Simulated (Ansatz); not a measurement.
`CN=C(F)F` at its PBE0-D4/def2-TZVP geometry, where that method's forces vanish. The species carries charge 0 and has multiplicity 1.

```xyz
8

C     0.6915   -0.7849    0.2214
N    -0.2701    0.1864    0.6807
C    -0.8432    0.9330   -0.1127
F    -0.7068    0.9923   -1.4280
F    -1.7241    1.8314    0.2487
H     1.6412   -0.6025    0.7283
H     0.8575   -0.7764   -0.8593
H     0.3539   -1.7792    0.5209
```

**Question.** What forces (eV/Å) does B3LYP-D4/def2-TZVPP give on these atoms in the Gaussian-basis code of Ansatz? (An estimate is asked.)

**Answer.** The calculation gave: 
```
C1   0.221 -0.234 -0.041
N2  -0.076  0.065  0.103
C3   0.127 -0.180  0.272
F4   0.057  0.012 -0.466
F5  -0.319  0.326  0.128
H6  -0.036 -0.019 -0.032
H7  -0.001 -0.010  0.057
H8   0.028  0.038 -0.021
```

B3LYP here is the variant with VWN-RPA as its local correlation; programs differ in this.
